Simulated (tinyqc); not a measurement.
ROHF in the sto-3g basis, for H2O+, spin multiplicity 2, step by step (part 2 of 2). Computed by tinyqc, a small Python program that keeps every step (integrals from PySCF). Command: `OMP_NUM_THREADS=1 python tinyqc.py 30029 30030 out.jsonl` (the two numbers bound the seeds that draw the settings). One thread of a shared host (Intel(R) Xeon(R) Processor @ 2.60GHz), about 0.07 s of CPU time with the checks.

Geometry (angstrom):
```
atom,x,y,z
O,0.00000,0.00000,0.00000
H,0.00000,0.85200,0.53100
H,0.00000,-0.85200,0.53100
```

## Convergence

Stop when the energy changes by less than 1e-09 hartree and every element of the error matrix X^T (F D S - S D F) X is below 9e-06.

Course of the cycle:
```
iteration,E (hartree),change,largest element of the error matrix
1,-73.5297194,-,6.25e-01
2,-74.6618877,-1.13e+00,5.43e-02
3,-74.6649858,-3.10e-03,5.70e-03
4,-74.6650576,-7.18e-05,1.78e-03
5,-74.6650658,-8.12e-06,3.54e-04
6,-74.6650660,-2.00e-07,6.36e-05
7,-74.6650660,-4.69e-09,1.77e-07
8,-74.6650660,-2.84e-14,2.60e-10
```

PySCF ROHF in the same basis = -74.6650660 hartree

Converged in 8 iterations.

## Populations, bond orders and dipole

D(alpha) after iteration 8, lower triangle:
```
,1O 1s,1O 2s,1O 2px,1O 2py,1O 2pz,2H 1s,3H 1s
1O 1s,1.05362
1O 2s,-0.22365,0.96182
1O 2px,0.00000,0.00000,1.00000
1O 2py,0.00000,0.00000,0.00000,0.50416
1O 2pz,0.03790,-0.21415,0.00000,0.00000,0.78977
2H 1s,-0.01752,0.02733,0.00000,0.24135,0.17944,0.16277
3H 1s,-0.01752,0.02733,0.00000,-0.24135,0.17944,-0.06831,0.16277
```

D(beta) after iteration 8, lower triangle:
```
,1O 1s,1O 2s,1O 2px,1O 2py,1O 2pz,2H 1s,3H 1s
1O 1s,1.05362
1O 2s,-0.22365,0.96182
1O 2px,0.00000,0.00000,0.00000
1O 2py,0.00000,0.00000,0.00000,0.50416
1O 2pz,0.03790,-0.21415,0.00000,0.00000,0.78977
2H 1s,-0.01752,0.02733,0.00000,0.24135,0.17944,0.16277
3H 1s,-0.01752,0.02733,0.00000,-0.24135,0.17944,-0.06831,0.16277
```

overlap S, lower triangle:
```
,1O 1s,1O 2s,1O 2px,1O 2py,1O 2pz,2H 1s,3H 1s
1O 1s,1.00000
1O 2s,0.23670,1.00000
1O 2px,0.00000,0.00000,1.00000
1O 2py,0.00000,0.00000,0.00000,1.00000
1O 2pz,0.00000,0.00000,0.00000,0.00000,1.00000
2H 1s,0.04830,0.44465,0.00000,0.31976,0.19928,1.00000
3H 1s,0.04830,0.44465,0.00000,-0.31976,0.19928,0.19014,1.00000
```

Mulliken: Z minus the diagonal of D S on the atom; Loewdin: the same with S^(1/2) D S^(1/2); Mayer order: 2 sum_s sum (D(s) S)_ij (D(s) S)_ji over the two atoms.

Charges (e):
```
atom,Mulliken,Loewdin,Mulliken spin
1O,0.09606,0.28613,1.00000
2H,0.45197,0.35693,0.00000
3H,0.45197,0.35693,0.00000
```

Mayer bond orders:
```
pair,order
2-1,0.77751
3-1,0.77751
3-2,0.01821
```

dipole moment about the origin, x y z (debye): 0.00000  0.00000  2.79944
